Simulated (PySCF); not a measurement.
# Electric field gradients and quadrupole coupling constants

Compound: thio-thionyl fluoride, S2F2.
Z-matrix (Å and degrees, PBE0-D3(BJ)/def2-TZVP geometry), rows numbered from 1:
```
F 
S   1  1.6057
F   2  1.6066  1   92.04
S   2  1.8587  1  107.88  3   109.60
```

Field gradients from the PBE0/pcSseg-2 density (PySCF, non-relativistic), principal values in atomic units, ordered |Vxx| ≤ |Vyy| ≤ |Vzz|:

```json
{"atom": "S2", "Vxx": "1.1738", "Vyy": "1.8504", "Vzz": "-3.0242"}
{"atom": "S4", "Vxx": "-0.3482", "Vyy": "-1.6716", "Vzz": "2.0198"}
```

Question: Find the asymmetry η = (Vxx − Vyy)/Vzz and the couplings χ = eQV/h (234.96 MHz × Q in barn × V in au), with Q(33S) = −0.0678 b.

Answer: 
| atom | environment | nucleus | η | χzz (MHz) | χxx (MHz) | χyy (MHz) |
| --- | --- | --- | --- | --- | --- | --- |
| S2 | sulfur bonded to 2 F and S | 33S | 0.22 | 48.18 | -18.70 | -29.48 |
| S4 | sulfur bonded to S | 33S | 0.66 | -32.18 | 5.55 | 26.63 |

The tensor is traceless: Vxx + Vyy + Vzz = 0.

Question: What is Vzz at S4 in SI units (1 au = 9.71736 × 10²¹ V/m²)?

Answer: 2.0198 au = 19.627 × 10²¹ V/m².

Question: And the gradient at the other heavy atoms, for which no coupling is worked out here?

Answer: 
| atom | environment | Vzz (au) | η |
| --- | --- | --- | --- |
| F1 | sulfur-bound fluorine | 2.493 | 0.08 |
| F3 | sulfur-bound fluorine | 2.493 | 0.08 |

Geometry: PBE0-D3(BJ)/def2-TZVP; no solvent, vibrations or thermal averaging.
